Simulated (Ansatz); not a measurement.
A nudged elastic band was laid between two geometries of CH$_{3}$AlF (6 atoms, charge 0, multiplicity 2).

All numbers below come from Ansatz 0.2.0, UKS PBE/6-31G*.

| Quantity | Value |
| --- | --- |
| movable images | 7 |
| climbing image | yes |
| spring | 5.0 eV/Å² |
| optimiser | quadratic models (default) |
| start path | IDPP |
| force threshold | 0.03 eV/Å |
| iteration limit | 60 |
| end points | relaxed |

Image 0:

```xyz
6
Properties=species:S:1:pos:R:3
F -0.909 -1.528 0.987
C -0.135 -0.976 0.023
Al 0.175 0.944 -0.084
H 0.256 -1.772 -0.636
H 1.111 1.425 -1.291
H -0.499 1.906 1.002
```

Image 8:

```xyz
6
Properties=species:S:1:pos:R:3
F 0.273 -1.890 -0.697
C -0.219 -0.950 0.144
Al 0.172 0.946 -0.079
H -0.836 -1.437 0.919
H 1.102 1.414 -1.293
H -0.492 1.918 1.007
```

(1) Which bonds break or form, and what moves?

(2) Give the energies along the band, and the barrier.

(3) What is the geometry of the highest image?

(4) What are the harmonic wavenumbers there?

## Answers

(1) No bond is made or broken. The dihedral F1–C2–Al3–H5 goes from -180 to 0°. The two ends are copies of one structure, up to a mirror image or an exchange of like atoms.

(2) It converged. The highest image is number 4 of 0 to 8, 9.1 kcal/mol above the ends, which have the same energy within 2 meV. A vibrational analysis at the climbing image gives one clearly imaginary mode, 335i cm⁻¹: a first-order saddle point.

```json
{"image": "0", "path coordinate (Å)": "0.00", "energy (kcal/mol)": "0.0", "dihedral F1–C2–Al3–H5 (°)": "-180"}
{"image": "1", "path coordinate (Å)": "0.46", "energy (kcal/mol)": "1.0", "dihedral F1–C2–Al3–H5 (°)": "-158"}
{"image": "2", "path coordinate (Å)": "0.91", "energy (kcal/mol)": "3.8", "dihedral F1–C2–Al3–H5 (°)": "-136"}
{"image": "3", "path coordinate (Å)": "1.37", "energy (kcal/mol)": "7.3", "dihedral F1–C2–Al3–H5 (°)": "-114"}
{"image": "4", "path coordinate (Å)": "1.83", "energy (kcal/mol)": "9.1", "dihedral F1–C2–Al3–H5 (°)": "-90"}
{"image": "5", "path coordinate (Å)": "2.28", "energy (kcal/mol)": "7.3", "dihedral F1–C2–Al3–H5 (°)": "-65"}
{"image": "6", "path coordinate (Å)": "2.74", "energy (kcal/mol)": "3.8", "dihedral F1–C2–Al3–H5 (°)": "-43"}
{"image": "7", "path coordinate (Å)": "3.20", "energy (kcal/mol)": "1.0", "dihedral F1–C2–Al3–H5 (°)": "-22"}
{"image": "8", "path coordinate (Å)": "3.66", "energy (kcal/mol)": "0.0", "dihedral F1–C2–Al3–H5 (°)": "0"}
```

(3) 
```xyz
6
Properties=species:S:1:pos:R:3:forces:R:3
F -1.316 -1.509 -0.156 0.00 0.00 0.00
C -0.052 -1.024 0.074 0.00 0.00 0.00
Al 0.184 0.920 -0.037 0.00 0.00 0.00
H 0.641 -1.851 0.291 0.00 0.00 0.00
H 0.560 1.620 -1.434 0.00 0.00 0.00
H -0.017 1.844 1.261 0.00 0.00 0.00
```

(4) 335i, 168, 357, 482, 562, 649, 773, 1121, 1308, 1865, 1868, 3048 cm⁻¹.

The run took 100 s on 1 CPU thread of a shared host.
